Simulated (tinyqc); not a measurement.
Inside a calculation. Method: extended Hueckel theory, for H2O-. The parameters take no account of the charge, which enters only through the electron count, and nothing here shows that the anion is bound. One step of it, computed by the program tinyqc.

Problem. Wolfsberg-Helmholz matrix. H_ij = K' S_ij (H_ii + H_jj)/2 for i != j (the diagonal keeps H_ii), with K' = K + D^2 + D^4 (1 - K), D = (H_ii - H_jj)/(H_ii + H_jj), K = 1.5.

overlap S, order 1O 2s, 1O 2px, 1O 2py, 1O 2pz, 2H 1s, 3H 1s:
$$\begin{pmatrix}
1.000000 & 0.000000 & 0.000000 & 0.000000 & 0.452059 & 0.440526 \\
0.000000 & 1.000000 & 0.000000 & 0.000000 & 0.000000 & 0.000000 \\
0.000000 & 0.000000 & 1.000000 & 0.000000 & 0.281226 & -0.276356 \\
0.000000 & 0.000000 & 0.000000 & 1.000000 & 0.267245 & 0.262480 \\
0.452059 & 0.000000 & 0.281226 & 0.267245 & 1.000000 & 0.260624 \\
0.440526 & 0.000000 & -0.276356 & 0.262480 & 0.260624 & 1.000000
\end{pmatrix}$$

diagonal H_ii (eV): 1O 2s -32.300000, 1O 2px -14.800000, 1O 2py -14.800000, 1O 2pz -14.800000, 2H 1s -13.600000, 3H 1s -13.600000

K = 1.500000

Give: H.

Solution.

H (eV), order 1O 2s, 1O 2px, 1O 2py, 1O 2pz, 2H 1s, 3H 1s:
$$\begin{pmatrix}
-32.3000 & 0.0000 & 0.0000 & 0.0000 & -17.1412 & -16.7039 \\
0.0000 & -14.8000 & 0.0000 & 0.0000 & 0.0000 & 0.0000 \\
0.0000 & 0.0000 & -14.8000 & 0.0000 & -5.9972 & 5.8934 \\
0.0000 & 0.0000 & 0.0000 & -14.8000 & -5.6991 & -5.5975 \\
-17.1412 & 0.0000 & -5.9972 & -5.6991 & -13.6000 & -5.3167 \\
-16.7039 & 0.0000 & 5.8934 & -5.5975 & -5.3167 & -13.6000
\end{pmatrix}$$
